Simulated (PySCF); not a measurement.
# OH− (hydroxide): HF/6-311G(2df,2pd)

Aim: a structure relaxation of OH− (hydroxide). 

Program for the calculation: PySCF 2.14.0.

9 further runs of the same task are left out: 1 that didn't finish, 8 set aside as unsound or not needed.

**1. The structure to begin with**

The species is OH− (2 atoms), meant as a singlet with charge -1. SMILES: `[OH-]`. All atoms were displaced at random from a relaxed shape. The run starts from this shape.

Bond lengths: O1–H2 1.060 Å.

**2. A geometry optimisation at HF/6-311G(2df,2pd)**

input.py reads:

```python
from pyscf import gto
from pyscf.geomopt.geometric_solver import kernel as optimise

mol = gto.Mole()
mol.atom = '''
O      0.430965    -0.141751     0.230409
H     -0.476108     0.159348    -0.227996
'''
mol.charge = -1
mol.verbose = 4
mol.max_memory = 1860
mol.basis = '6-311g(2df,2pd)'
mol.build()

mf = mol.RHF()
converged, mol_eq = optimise(mf, maxsteps=50, convergence_set='NWCHEM_LOOSE')
print('converged:', converged)
print(mol_eq.tostring())

mf.reset(mol_eq)
mol = mol_eq
mf.kernel()
e_final = mf.e_tot
print('E = %.10f Eh' % e_final)
mf.analyze()
```

The run is started by

```
OMP_NUM_THREADS=1 python input.py
```

The log of the run:

```text
PySCF version 2.14.0

[INPUT] num. atoms = 2
[INPUT] num. electrons = 10
[INPUT] charge = -1
[INPUT] spin (= nelec alpha-beta = 2S) = 0
[INPUT] symmetry False subgroup None
[INPUT] Mole.unit = angstrom
[INPUT] Symbol           X                Y                Z      unit          X                Y                Z       unit  Magmom
[INPUT]  1 O      0.430965000000  -0.141751000000   0.230409000000 AA    0.814405819273  -0.267870567883   0.435409906635 Bohr   0.0
[INPUT]  2 H     -0.476108000000   0.159348000000  -0.227996000000 AA   -0.899713725714   0.301124078497  -0.430849997496 Bohr   0.0

nuclear repulsion = 3.99383082959252
number of shells = 16
number of NR pGTOs = 59
number of NR cGTOs = 44
basis = 6-311g(2df,2pd)
ecp = {}
Create scanner for <class 'pyscf.grad.rhf.Gradients'>
Create scanner for <class 'pyscf.scf.hf.RHF'>

[... 19 lines left out ...]
> Will converge when all 5 criteria are reached:
[... 166 lines left out ...]
converged SCF energy = -75.365653707124
[... 152 lines left out ...]
converged SCF energy = -75.3656727470476
[... 6 lines left out ...]
Two-electron Coulomb Energy =           46.337776233447663
[... 6 lines left out ...]
MO #4   energy= -0.0464183605930776 occ= 2
[... 4 lines left out ...]
MO #9   energy= 1.21688916776478   occ= 0
[... 4 lines left out ...]
MO #14  energy= 1.92540193539656   occ= 0
[... 4 lines left out ...]
MO #19  energy= 2.64961175830253   occ= 0
[... 4 lines left out ...]
MO #24  energy= 4.32223603086939   occ= 0
[... 4 lines left out ...]
MO #29  energy= 5.84570490573581   occ= 0
[... 4 lines left out ...]
MO #34  energy= 6.2280082753547    occ= 0
[... 4 lines left out ...]
MO #39  energy= 7.76261563174746   occ= 0
[... 4 lines left out ...]
MO #44  energy= 52.3572226557633   occ= 0
[... 14 lines left out ...]
pop of  0 O 4pz           0.00186
pop of  0 O 3dxy          0.00146
pop of  0 O 3dyz          0.00045
pop of  0 O 3dz^2         0.00078
pop of  0 O 3dxz          0.00215
pop of  0 O 3dx2-y2       0.00179
pop of  0 O 4dxy          0.00006
pop of  0 O 4dyz          0.00002
pop of  0 O 4dz^2         0.00004
pop of  0 O 4dxz          0.00006
pop of  0 O 4dx2-y2       0.00006
pop of  0 O 4f-3          0.00010
pop of  0 O 4f-2          0.00009
pop of  0 O 4f-1          0.00001
pop of  0 O 4f+0          0.00006
pop of  0 O 4f+1          0.00010
pop of  0 O 4f+2          0.00011
pop of  0 O 4f+3          0.00010
pop of  1 H 1s            0.79863
pop of  1 H 2s            0.00409
pop of  1 H 3s            0.00326
pop of  1 H 2px           0.00240
pop of  1 H 2py           0.00613
pop of  1 H 2pz           0.00552
pop of  1 H 3px           0.00066
pop of  1 H 3py           0.00009
pop of  1 H 3pz           0.00018
pop of  1 H 3dxy          0.00005
pop of  1 H 3dyz          0.00001
pop of  1 H 3dz^2         0.00002
pop of  1 H 3dxz          0.00013
pop of  1 H 3dx2-y2       0.00010
 ** Mulliken atomic charges  **
charge of    0O =     -1.17873
charge of    1H =      0.17873

WARN: System has nonzero charge -1; the dipole moment is origin-dependent.
Location of origin: [0. 0. 0.]

Dipole moment(X, Y, Z, Debye): -2.55631,  0.84228, -1.35246
```

Run time: 2.3 s. Hardware: 1 thread of Arm Neoverse V1, shared host; peak memory 0.14 GiB.

The path in brief:

| step | energy from the first frame kept (eV) | largest force (eV/Å) |
| --- | --- | --- |
| 0 | 0.0000 | 3.8075 |
| 1 | -0.2397 | 0.4307 |
| 2 | -0.2410 | 0.2350 |
| 3 | -0.2415 | 0.0076 |
| 4 | -0.2415 | 0.0000 |

After the run. Bond lengths: O1–H2 0.950 Å.

**3. What came out**

At HF/6-311G(2df,2pd):

```
                                             quantity         value
                              total energy at the end  -75.36567 Eh
                                          HOMO energy      -1.26 eV
                                          LUMO energy      12.02 eV
HOMO–LUMO gap (to an unbound level, set by the basis)      13.29 eV
                                          bond length       0.950 Å
```

What this shows: At the final geometry: Bond lengths: O1–H2 0.950 Å. The optimisation took 4 steps and changed the energy by -0.242 eV.
